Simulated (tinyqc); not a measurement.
Worked calculation: extended Hueckel theory, for LiH. One step of it, computed by the program tinyqc.

Task: Mulliken analysis. P = C n C^T; charge = valence electrons (Li 1, H 1) minus the sum of (P S)_ii on the atom; overlap population = 2 sum P_ij S_ij between two atoms.

coefficients:
```
               MO1        MO2        MO3       MO4        MO5
1Li 2s    0.027602   0.902347   0.000000  0.000000   0.620035
1Li 2px   0.000000   0.000000  -0.112842  0.993613   0.000000
1Li 2py   0.000000   0.000000   0.993613  0.112842   0.000000
1Li 2pz  -0.037946  -0.442937   0.000000  0.000000   1.077041
2H 1s     1.007240  -0.153333   0.000000  0.000000  -0.720444
```

occupations: 2.000000  0.000000  0.000000  0.000000  0.000000

overlap S:
```
           1Li 2s   1Li 2px   1Li 2py   1Li 2pz     2H 1s
1Li 2s   1.000000  0.000000  0.000000  0.000000  0.357886
1Li 2px  0.000000  1.000000  0.000000  0.000000  0.000000
1Li 2py  0.000000  0.000000  1.000000  0.000000  0.000000
1Li 2pz  0.000000  0.000000  0.000000  1.000000  0.479262
2H 1s    0.357886  0.000000  0.000000  0.479262  1.000000
```

Give: charges; Overlap populations.

Result:

charges: 1Li 1.0123, 2H -1.0123

Overlap populations:
```
pair      value
2-1   -0.033470
```
